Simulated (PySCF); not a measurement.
Compound: C5H4F (doublet state).
Numbering: `[CH2:1][C:2]1=[C:3]([F:4])[C:5]1=[CH2:6]` (hydrogens: H7, H8 on C1; H9, H10 on C6)

Cartesian coordinates in Å at the GFN2-xTB level; atoms count from 1:
```
atom  x, y, z in Å
C1    -1.9148   -0.4617    0.0583
C2    -0.7331    0.1567    0.0086
C3     0.0393    1.3098   -0.0562
F4     0.0750    2.6286   -0.1109
C5     0.7440    0.1128   -0.0222
C6     1.8869   -0.5764   -0.0201
H7    -1.9791   -1.5339    0.1050
H8    -2.8347    0.0971    0.0538
H9     1.8859   -1.6506    0.0248
H10    2.8394   -0.0776   -0.0635
```

Method used: UKS B3LYP, pcH-1 on C F H, non-relativistic, mean-field spin-orbit, GIAO in PySCF. The structure is a single GFN2-xTB conformer in the gas phase; no vibrational or solvent corrections. The geometry wasn't refined by DFT: couplings that depend on bond lengths, twists or pyramidal angles can differ widely from those at the functional's own minimum. The SCF solution wasn't tested for stability. ⟨S²⟩ is 0.776 where a pure state has 0.75.

**Question.** Match the computed a_iso(13C) values +69.4, +36.2, -34.4 MHz (means over equivalent nuclei) with the sites C1/C6; C2/C5; C3.

**Answer.** 
```json
{"site": "C1/C6", "a_iso (MHz)": "+36.2", "ρ(0) (bohr⁻³)": "+0.0322", "position": "largest spin population", "distance from C1 (Å)": "1.90", "spin population": "+0.48", "largest |T| (MHz)": "69.0"}
{"site": "C2/C5", "a_iso (MHz)": "-34.4", "ρ(0) (bohr⁻³)": "-0.0306", "position": "1 bond from C1", "distance from C1 (Å)": "2.03", "spin population": "-0.18", "largest |T| (MHz)": "21.1"}
{"site": "C3", "a_iso (MHz)": "+69.4", "ρ(0) (bohr⁻³)": "+0.0617", "position": "a main spin site", "distance from C1 (Å)": "2.64", "spin population": "+0.45", "largest |T| (MHz)": "85.2"}
```

ρ(0) is the spin density at the nucleus and T the dipolar tensor; entries for several nuclei are means. The Mulliken spin populations are largest on C1 (+0.48), C6 (+0.48), C3 (+0.45) and C5 (-0.18). Three atoms exceed +0.15. The positive populations add up to 1.43 and the negative ones to -0.43, together 2S = 1. Main spin sites, with 60 % or more of the largest population: C1, C3, C6; positions count bonds from the nearest.

The spin density at the nucleus, in bohr⁻³, is negative for C2/C5 (-0.0306), H7/H9 (-0.0066) and H8/H10 (-0.0063), for instance. A restricted open-shell determinant has no negative spin density anywhere; here it arises because α and β orbitals differ (spin polarisation).

H7 and H8 aren't averaged: C1 is flat or nearly so (angle sum 360°), and its turn about the short C1–C2 bond (1.33 Å) is taken as slow.

C1, the radical centre as drawn in `[CH2]C1=C(F)C1=C`, holds a spin population of +0.48 out of 1.
